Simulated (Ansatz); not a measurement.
# AlPH2 (singlet): wave-function methods side by side, 6-31G

One table from this session's results is given with a row withheld; the runs are named, their logs left out.

Program: Ansatz 0.2.0, Gaussian basis. Level of theory: 6-31G, core rule «outside noble gas», up to 10 orbitals frozen. These are calculated values, not measurements.

Plan: UHF; CCSD(T) on RHF; CCSD(T) on UHF; BCCD(T) on RHF; CISD; CCSDT(Q) on RHF; CCSDT(Q) on UHF; CISDTQ; CCSDTQ on RHF; CCSDTQ on UHF; CASSCF and MRCISD+Q, 10 electrons in 10 orbitals; CASSCF and NEVPT2, 10 electrons in 10 orbitals; Full CI.

6 further runs of the same task are left out: 6 set aside as unsound or not needed.

## The system

The geometry is a PBE0/def2-TZVP stationary point (not a proven minimum) of the parent state, kept for this charge and spin.

4 atoms, charge 0, spin multiplicity 1.

Atoms are counted from 1 here; the program's logs count them from 0.

Bond lengths: Al1–P2 2.334 Å, Al1–H3 1.588 Å, Al1–H4 1.588 Å. Angles: P2–Al1–H3 119.7°, P2–Al1–H4 119.7°, H3–Al1–H4 120.5°.

The first run:

File in.yaml:

```yaml
crystal:
  periodic: [false, false, false]
  atoms:
    - {symbol: Al, position_ang: [0.000000, 0.000000, 1.179176]}
    - {symbol: P, position_ang: [0.000000, 0.000000, -1.155185]}
    - {symbol: H, position_ang: [0.000000, 1.378539, 1.966597]}
    - {symbol: H, position_ang: [0.000000, -1.378539, 1.966597]}
basis:
  gaussian: {orbitals: 6-31G}
magnetization: {spin_polarized: true, initial_magnetization: 0}
hamiltonian: {xc: hf}
output: {orbitals: {seedname: orbitals}}
```

Started as:

```
$ ansatz run in.yaml --threads 1 --pin off --events-out ev --progress --plain --max-ram 3968MiB --backend cpu
```

Steps of the session up to this table: UHF; CCSD(T) on RHF; CCSD(T) on UHF; BCCD(T) on RHF; CISD; CCSDT(Q) on RHF; CCSDT(Q) on UHF; CISDTQ; CCSDTQ on RHF; CCSDTQ on UHF; CASSCF and MRCISD+Q, 10 electrons in 10 orbitals; CASSCF and NEVPT2, 10 electrons in 10 orbitals; Full CI.

One of the session's tables, all rows but one given; the rest of the session is left out.

| method | from FCI (kcal/mol) |
| --- | --- |
| RHF | +65.03 |
| RMP2 | +19.99 |
| CISD | +6.71 |
| RCCSD | +2.55 |
| RCCSD(T) | +0.88 |
| BCCD(T) | +0.88 |
| RCCSDT | +0.21 |
| CISDTQ | +0.39 |
| RCCSDT(Q) | +0.04 |
| RCCSDTQ | +0.01 |
| CASSCF valence | +18.70 |
| NEVPT2 valence | +5.80 |
| MRCISD valence | ? |
| MRCISD+Q valence | +0.56 |
| FCI | 0 |

Estimate the missing values for MRCISD valence.

**Answer.** from FCI (kcal/mol): +0.96. In the column «from FCI (kcal/mol)» it lies between BCCD(T) (+0.88) and RCCSD (+2.55).

Some runs used a GPU and others CPU threads alone; cost is compared among the CPU runs only.

Among the levels timed on like hardware, those that no quicker one beats, quickest first: RCCSD(T) (0.48 s, +0.88 kcal/mol); RCCSDT(Q) (1.3 s, +0.04 kcal/mol); RCCSDTQ (13 s, +0.01 kcal/mol).

Limits of these values: The yardstick is full CI for this spin, exact in this basis with these frozen cores. Left out of the table: UHF, UMP2, UCCSD, UCCSD(T), UCCSDT, UCCSDT(Q), UCCSDTQ (another determinant or state than the rows shown). Of the multireference levels listed MRCISD+Q valence comes nearest in total energy (+0.56 kcal/mol), which doesn't show that its space is the better one. Warnings in the runs' records: large difference.
